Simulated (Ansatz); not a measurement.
## AlCl₃, singlet: cost against accuracy

Geometry (MP2(full)/6-31G*, from the G2/97 set):

```tsv
atom	x (Å)	y (Å)	z (Å)
Al	0.0000	0.0000	0.0000
Cl	0.0000	2.0690	0.0000
Cl	1.7918	-1.0345	0.0000
Cl	-1.7918	-1.0345	0.0000
```

Measured, as an electronic atomization energy: 1281.3 kJ/mol (G2/97 heats of formation of molecule and atoms, with zero-point and thermal terms from B3LYP taken off; Curtiss et al., J. Chem. Phys. 106, 1063 (1997), Staroverov et al., J. Chem. Phys. 119, 12129 (2003)). The measured value holds scalar relativity and spin–orbit coupling, which all computed ones lack, and core correlation, which the wave-function levels lack. Atoms are taken at the same level; beside RHF, RMP2 and RCC rows they are unrestricted. Ansatz 0.2.0; the 6-31G* set has Cartesian d functions; a miss is computed less measured; times are wall times on shared hosts and scatter by a factor of two or so.

| level | basis | miss (kJ/mol) | time of the run | hardware |
| --- | --- | --- | --- | --- |
| RHF | cc-pV(D+d)Z | -294.2 | 1.9 s | 1 CPU thread |
| RMP2 | cc-pV(D+d)Z | -47.9 | – | – |
| RCCSD(T) | cc-pV(D+d)Z | -116.7 | 3.9 s | 1 CPU thread |
| RCCSDT(Q) | cc-pV(D+d)Z | -115.6 | 56 s | H100 + 2 CPU threads |
| RHF | cc-pV(T+d)Z | -262.8 | 7.5 s | 1 CPU thread |
| RMP2 | cc-pV(T+d)Z | 38.8 | – | – |
| RCCSD(T) | cc-pV(T+d)Z | -33.8 | 71 s | H100 + 2 CPU threads |
| RCCSDT(Q) | cc-pV(T+d)Z | -34.5 | 4.2 min | H100 + 2 CPU threads |
| RHF | cc-pV(Q+d)Z | -259.4 | 19 s | 1 CPU thread |
| RMP2 | cc-pV(Q+d)Z | 73.5 | – | – |
| RCCSD(T) | cc-pV(Q+d)Z | 5.7 | 49 s | H100 + 2 CPU threads |

HF's time is that of a plain UHF run. A dash: the level came out of a higher level's run.

A composite of the best parts (restricted reference, at this geometry, which isn't the minimum of the high levels):

```
                                    part   kJ/mol
Hartree–Fock limit (T, Q; exp(−5.46 √X))  1022.97
   CCSD(T) correlation limit (T, Q; X⁻³)   291.39
                    CCSDT − CCSD(T) (TZ)    -2.91
                                (Q) (TZ)     2.18
                                     sum   1313.6
                       sum less measured     32.3
```
